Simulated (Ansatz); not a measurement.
**CH₇NSi (built from SMILES C[SiH2]N): a reaction path by the nudged elastic band**

Aim: the minimum-energy path between two given structures and its highest point. Both ends were relaxed at PBE0-D4 in triple zeta. A second band with other settings follows.

The runs use Ansatz 0.2.0, Gaussian basis; PBE0-D4/def2-SVP.

16 further runs of the same task are left out: 16 set aside as unsound or not needed.

### Step 1. Starting geometry

The first end: 10 atoms, charge 0, spin multiplicity 1.

Atoms are counted from 1 here; the program's logs count them from 0.

Bond lengths: Si1–N2 1.720 Å, Si1–H3 1.489 Å, Si1–H4 1.489 Å, Si1–C5 1.871 Å, N2–H6 1.007 Å, N2–H7 1.007 Å, C5–H8 1.093 Å, C5–H9 1.094 Å, C5–H10 1.093 Å. Angles: N2–Si1–H3 106.9°, N2–Si1–H4 106.9°, N2–Si1–C5 116.4°, H3–Si1–H4 109.8°, H3–Si1–C5 108.3°, H4–Si1–C5 108.4°, Si1–N2–H6 120.7°, Si1–N2–H7 120.8°, H6–N2–H7 111.1°, Si1–C5–H8 111.2°, Si1–C5–H9 110.5°, Si1–C5–H10 111.1°, H8–C5–H9 107.9°, H8–C5–H10 108.0°, H9–C5–H10 107.9°.

Coordinates:

```mol
CH7NSi
  3D, bonds by distance, orders not assigned

 10  9  0  0  0  0  0  0  0  0999 V2000
   -0.6854    0.0798    0.0460 Si  0  0
   -0.4495   -0.0719   -1.6514 N   0  0
   -1.6070   -1.0155    0.4556 H   0  0
   -1.3365    1.3990    0.2752 H   0  0
    0.8501   -0.0135    1.1113 C   0  0
   -0.0515    0.6833   -2.1847 H   0  0
   -0.2263   -0.9631   -2.0625 H   0  0
    1.5568    0.7805    0.8559 H   0  0
    0.5900    0.0942    2.1686 H   0  0
    1.3592   -0.9727    0.9860 H   0  0
  1  2  8  0
  1  3  8  0
  1  4  8  0
  1  5  8  0
  2  6  8  0
  2  7  8  0
  5  8  8  0
  5  9  8  0
  5 10  8  0
M  END
```

The second end:

```xyz
10
CH7NSi
Si   -0.9536   -0.2066    0.7763
N    -0.6764   -0.3562   -1.2355
H    -1.5679   -0.2453   -1.7070
H    -1.3179    1.2643    0.5554
C     0.9257    0.0763    1.0880
H    -0.0319    0.3443   -1.5918
H    -0.3145   -1.2742   -1.4704
H     1.4111    0.8046    0.4279
H     1.0369    0.4543    2.1104
H     1.4887   -0.8616    1.0469
```

### Step 2. The band at PBE0-D4/def2-SVP

The input, neb/in.yaml:

```yaml
crystal:
  periodic: [false, false, false]
  atoms:
    - {symbol: Si, position_ang: [-0.685406, 0.079825, 0.046023]}
    - {symbol: N, position_ang: [-0.449475, -0.071875, -1.651397]}
    - {symbol: H, position_ang: [-1.607013, -1.015471, 0.455636]}
    - {symbol: H, position_ang: [-1.336495, 1.398998, 0.275224]}
    - {symbol: C, position_ang: [0.850118, -0.013460, 1.111275]}
    - {symbol: H, position_ang: [-0.051495, 0.683296, -2.184700]}
    - {symbol: H, position_ang: [-0.226345, -0.963136, -2.062483]}
    - {symbol: H, position_ang: [1.556838, 0.780463, 0.855908]}
    - {symbol: H, position_ang: [0.590032, 0.094173, 2.168599]}
    - {symbol: H, position_ang: [1.359240, -0.972715, 0.986016]}
basis:
  gaussian: {orbitals: def2-SVP}
hamiltonian: {xc: pbe0, dispersion: d4}
neb:
  images: 5
  climbing: true
  max_iterations: 40
  initial_path: idpp
  final_atoms:
    - {symbol: Si, position_ang: [-0.953632, -0.206569, 0.776305]}
    - {symbol: N, position_ang: [-0.676427, -0.356182, -1.235500]}
    - {symbol: H, position_ang: [-1.567948, -0.245258, -1.707000]}
    - {symbol: H, position_ang: [-1.317928, 1.264345, 0.555365]}
    - {symbol: C, position_ang: [0.925690, 0.076304, 1.087962]}
    - {symbol: H, position_ang: [-0.031935, 0.344277, -1.591810]}
    - {symbol: H, position_ang: [-0.314549, -1.274179, -1.470363]}
    - {symbol: H, position_ang: [1.411129, 0.804644, 0.427903]}
    - {symbol: H, position_ang: [1.036899, 0.454348, 2.110389]}
    - {symbol: H, position_ang: [1.488700, -0.861631, 1.046851]}
```

Launch:

```sh
> ansatz run in.yaml --threads 2 --pin off --events-out ev --progress --plain --max-ram 4352MiB
```

Standard output:

```text
Functional definition: PBE0
  name "PBE0"
  cite "Adamo & Barone, J. Chem. Phys. 110, 6158 (1999) doi:10.1063/1.478522"
  cite "Perdew, Burke & Ernzerhof, Phys. Rev. Lett. 77, 3865 (1996) doi:10.1103/PhysRevLett.77.3865"
  parent pbe
  parameter a = 0.25
  parameter kappa = 0.804
  parameter beta = 0.06672455060314922
  exchange = (1 - a)*pbe_x(kappa = kappa, mu = beta*pi^2/3) + a*exact_x
  correlation = pbe_c(beta = beta)
877 factors; integrals over basis functions are off by at most 3.9e-4 eV
mean field evaluation 1: about -10500.8937 eV, gradient 6.0e1 eV
mean field evaluation 2: about -10496.7610 eV, gradient 7.1e1 eV
mean field evaluation 4: about -10508.6081 eV, gradient 2.9e0 eV
mean field evaluation 8: about -10508.6370 eV, gradient 4.1e-2 eV
mean field -10508.63702031 eV, -386.1852874863 hartree, gradient 1.2e-5 eV, S^2 0.000000; 0 other end points of the search recorded, 0 dependent functions left out
the calculation of the forces begins
reference -10508.63704655 eV, -386.1852884507 hartree; 17, 17 occupied and 64, 64 virtual orbitals, 877 factors
[... from here to the last solve, the lines of the solves are left out (106 solves) ...]
WARN: NEB end point (image 0): max|allowed force component| = 2.747e-1 eV/Å (the criterion of neb.relax_end_points is 1.000e-2). That is over neb.f_tol: it is no minimum, so the barrier can be far off. Relax it first
WARN: NEB end point (image 6): max|allowed force component| = 2.501e-1 eV/Å (the criterion of neb.relax_end_points is 1.000e-2). That is over neb.f_tol: it is no minimum, so the barrier can be far off. Relax it first
NEB iter   1: max|band force component| = 4.906e0 eV/Å  barrier→ = 3.8435 eV  barrier← = 2.2874 eV  Δτ_max = 0.2000 Å  (171 SCF iters)
NEB iter   2: max|band force component| = 2.121e0 eV/Å  barrier→ = 3.0373 eV  barrier← = 1.4813 eV  Δτ_max = 0.2000 Å  (140 SCF iters)
NEB iter   3: max|band force component| = 5.172e0 eV/Å  barrier→ = 2.7447 eV  barrier← = 1.1887 eV  Δτ_max = 0.0998 Å  (128 SCF iters)
NEB iter   4: max|band force component| = 7.862e-1 eV/Å  barrier→ = 2.7659 eV  barrier← = 1.2099 eV  Δτ_max = 0.1990 Å  (120 SCF iters)
NEB iter   5: max|band force component| = 1.693e0 eV/Å  barrier→ = 3.0209 eV  barrier← = 1.4649 eV  Δτ_max = 0.0974 Å  (130 SCF iters)
NEB iter   6: max|band force component| = 5.576e-1 eV/Å  barrier→ = 3.0497 eV  barrier← = 1.4937 eV  CI = image 3  Δτ_max = 0.0940 Å  (125 SCF iters)
NEB iter   7: max|band force component| = 2.302e-1 eV/Å  barrier→ = 3.0287 eV  barrier← = 1.4727 eV  CI = image 3  Δτ_max = 0.0991 Å  (121 SCF iters)
NEB iter   8: max|band force component| = 1.741e-1 eV/Å  barrier→ = 3.0107 eV  barrier← = 1.4547 eV  CI = image 3  Δτ_max = 0.0985 Å  (118 SCF iters)
NEB iter   9: max|band force component| = 1.649e-1 eV/Å  barrier→ = 3.0068 eV  barrier← = 1.4507 eV  CI = image 3  Δτ_max = 0.0993 Å  (119 SCF iters)
NEB iter  10: max|band force component| = 2.125e-1 eV/Å  barrier→ = 3.0058 eV  barrier← = 1.4498 eV  CI = image 3  Δτ_max = 0.0498 Å  (120 SCF iters)
NEB iter  11: max|band force component| = 2.236e-1 eV/Å  barrier→ = 3.0055 eV  barrier← = 1.4495 eV  CI = image 3  Δτ_max = 0.0250 Å  (112 SCF iters)
NEB iter  12: max|band force component| = 1.057e-1 eV/Å  barrier→ = 3.0053 eV  barrier← = 1.4493 eV  CI = image 3  Δτ_max = 0.0205 Å  (110 SCF iters)
877 factors; integrals over basis functions are off by at most 1.2e-3 eV
mean field evaluation 800: about -10507.0723 eV, gradient 1.4e-6 eV
mean field -10507.07233462 eV, -386.1277863478 hartree, gradient 1.5e-6 eV, S^2 0.000000; 0 other end points of the search recorded, 0 dependent functions left out
the calculation of the forces begins
reference -10507.07235942 eV, -386.1277872591 hartree; 17, 17 occupied and 64, 64 virtual orbitals, 877 factors
NEB iter  13: max|band force component| = 3.608e-2 eV/Å  barrier→ = 3.0052 eV  barrier← = 1.4492 eV  CI = image 3  CI's point: of a kind that is not told: the force calls were inconclusive, a negative curvature could not be distinguished from the path's own, the only one lies far off the path, or fixed occupations may fill a level only in part  Δτ_max = 0.0000 Å  (938 SCF iters)
Total energy: -10505.76046435 eV, -386.0795760047 hartree
Atom 0 at    -0.722399    -0.022691     0.494100 Å, force    -0.007488    -0.004121    -0.000526 eV/Å
Atom 1 at    -0.726338    -0.338028    -1.389959 Å, force     0.007059    -0.001161     0.000925 eV/Å
Atom 2 at    -1.627303    -0.907664    -0.536068 Å, force     0.000413     0.002808    -0.001018 eV/Å
Atom 3 at    -1.273563     1.378267     0.463434 Å, force    -0.000085     0.001883    -0.000423 eV/Å
Atom 4 at     1.065195     0.137739     1.101301 Å, force     0.008711     0.000283     0.008147 eV/Å
Atom 5 at    -0.792067     0.372577    -2.122516 Å, force    -0.003963     0.001507    -0.002642 eV/Å
Atom 6 at    -0.214151    -1.155194    -1.713868 Å, force    -0.001008    -0.001410     0.001973 eV/Å
Atom 7 at     1.624117     0.851849     0.473327 Å, force    -0.002348     0.001018    -0.001528 eV/Å
Atom 8 at     1.076328     0.512695     2.138023 Å, force     0.000168    -0.001643    -0.003215 eV/Å
Atom 9 at     1.590181    -0.829451     1.092328 Å, force    -0.001459     0.000836    -0.001694 eV/Å
Dipole moment:     0.250693    -0.023780    -0.452208 e Å
```

It took 69 s on 2 threads of Intel Xeon 6975P-C, shared host.

The last band:

```
image  path (Å)  energy (eV)  N2–H3 (Å)  Si1–N2 (Å)  Si1–H3 (Å)
    0      0.00        0.000       2.58        1.72        1.49
    1      0.66        0.071       2.58        1.73        1.50
    2      1.32        1.204       2.03        1.74        1.49
    3      1.98        3.005       1.37        1.91        1.63
    4      2.66        1.818       1.02        2.07        2.22
    5      3.34        1.570       1.02        2.07        2.57
    6      4.02        1.556       1.01        2.04        2.56
```

The highest image, 3:

```
Si   -0.72240   -0.02269    0.49410
N    -0.72634   -0.33803   -1.38996
H    -1.62730   -0.90766   -0.53607
H    -1.27356    1.37827    0.46343
C     1.06519    0.13774    1.10130
H    -0.79207    0.37258   -2.12252
H    -0.21415   -1.15519   -1.71387
H     1.62412    0.85185    0.47333
H     1.07633    0.51270    2.13802
H     1.59018   -0.82945    1.09233
```

### Step 3. The band at BLYP-D4/def2-SVP, other settings

Changes to neb/in.yaml since step 2:

```diff
@@ -15,3 +15,3 @@
   gaussian: {orbitals: def2-SVP}
-hamiltonian: {xc: pbe0, dispersion: d4}
+hamiltonian: {xc: {name: BLYP}, dispersion: d4}
 neb:
@@ -19,4 +19,5 @@
   climbing: true
-  max_iterations: 40
+  max_iterations: 60
   initial_path: idpp
+  f_tol: 0.1
   final_atoms:
```

Launch:

```sh
> ansatz run in.yaml --threads 2 --pin off --events-out ev --progress --plain --max-ram 4352MiB
```

Standard output, shortened:

```text
Functional definition: BLYP
  name "BLYP"
  cite "Becke, Phys. Rev. A 38, 3098 (1988) doi:10.1103/PhysRevA.38.3098"
  cite "Lee, Yang & Parr, Phys. Rev. B 37, 785 (1988) doi:10.1103/PhysRevB.37.785"
[...]
932 factors; their error is unknown
[...]
mean field -10513.29408839 eV, -386.3564315818 hartree, gradient 7.2e-5 eV, S^2 0.000000; 0 other end points of the search recorded, 0 dependent functions left out
[...]
reference -10513.29441264 eV, -386.3564434976 hartree; 17, 17 occupied and 64, 64 virtual orbitals, 932 factors
[... from here to the last solve, the lines of the solves are left out (80 solves) ...]
WARN: NEB end point (image 0): max|allowed force component| = 6.265e-1 eV/Å (the criterion of neb.relax_end_points is 2.000e-2). That is over neb.f_tol: it is no minimum, so the barrier can be far off. Relax it first
WARN: NEB end point (image 6): max|allowed force component| = 6.428e-1 eV/Å (the criterion of neb.relax_end_points is 2.000e-2). That is over neb.f_tol: it is no minimum, so the barrier can be far off. Relax it first
NEB iter   1: max|band force component| = 4.566e0 eV/Å  barrier→ = 3.4294 eV  barrier← = 1.9540 eV  Δτ_max = 0.2000 Å  (187 SCF iters)
[...]
WARN: NEB end point (image 6): the path dips 0.041861 eV below it before the top, so the barrier from the dip is that much higher. The path crosses a lower well, or the end point is a saddle point, which neb.relax_end_points tests for
Total energy: -10510.88076926 eV, -386.2677437395 hartree
Atom 0 at    -0.738071    -0.050740     0.519698 Å, force     0.013775     0.039746     0.017186 eV/Å
Atom 1 at    -0.722918    -0.325183    -1.407062 Å, force     0.003608    -0.020802    -0.035907 eV/Å
Atom 2 at    -1.660151    -0.910410    -0.568288 Å, force    -0.005237    -0.006638    -0.015139 eV/Å
Atom 3 at    -1.287615     1.364388     0.500137 Å, force     0.007322    -0.008696     0.001089 eV/Å
Atom 4 at     1.078965     0.135189     1.120390 Å, force    -0.044370     0.005822    -0.026371 eV/Å
Atom 5 at    -0.784314     0.390342    -2.152866 Å, force    -0.003674    -0.014044     0.043301 eV/Å
Atom 6 at    -0.225388    -1.159270    -1.742792 Å, force    -0.000563     0.010414    -0.002355 eV/Å
Atom 7 at     1.625328     0.821720     0.438005 Å, force     0.014235     0.005190     0.006127 eV/Å
Atom 8 at     1.102288     0.569846     2.141691 Å, force     0.006515    -0.001793     0.013314 eV/Å
Atom 9 at     1.611873    -0.835782     1.151189 Å, force     0.008389    -0.009197    -0.001246 eV/Å
Dipole moment:     0.219216    -0.038333    -0.433508 e Å
```

Run time: 37 s. Hardware: 2 threads of Intel Xeon 6975P-C, shared host.

The last band:

```
image  path (Å)  energy (eV)  N2–H3 (Å)  Si1–N2 (Å)  Si1–H3 (Å)
    0      0.00        0.000       2.58        1.72        1.49
    1      0.62        0.133       2.47        1.74        1.50
    2      1.24        1.311       1.99        1.77        1.51
    3      1.86        2.757       1.39        1.95        1.67
    4      2.54        1.660       1.03        2.12        2.26
    5      3.23        1.434       1.03        2.13        2.64
    6      3.91        1.475       1.01        2.04        2.56
```

The highest image, 3:

```
Si   -0.7381   -0.0507    0.5197
N    -0.7229   -0.3252   -1.4071
H    -1.6602   -0.9104   -0.5683
H    -1.2876    1.3644    0.5001
C     1.0790    0.1352    1.1204
H    -0.7843    0.3903   -2.1529
H    -0.2254   -1.1593   -1.7428
H     1.6253    0.8217    0.4380
H     1.1023    0.5698    2.1417
H     1.6119   -0.8358    1.1512
```

### Step 4. Outcome

| quantity | value |
| --- | --- |
| PBE0-D4/def2-SVP, 13 iterations | highest 3.005 eV (image 3), last end +1.556 eV |
| BLYP-D4/def2-SVP, 9 iterations | highest 2.757 eV (image 3), last end +1.475 eV |
| from earlier runs: barrier over the separately found saddle, CCSD(T)/def2-TZVPP | 3.301 eV |

In words: The highest image lies 3.005 eV above the first end, and it climbed, so it estimates the saddle. The ends are not quite minima at this level (largest force component 0.27 eV/Å), so the heights are unreliable: relaxing the first end would lower it and raise the barrier above it. The highest image is 0.295 eV below the CCSD(T) barrier in triple zeta, which comes from separate runs on the saddle. The second band's highest image lies at 2.757 eV; the levels differ.
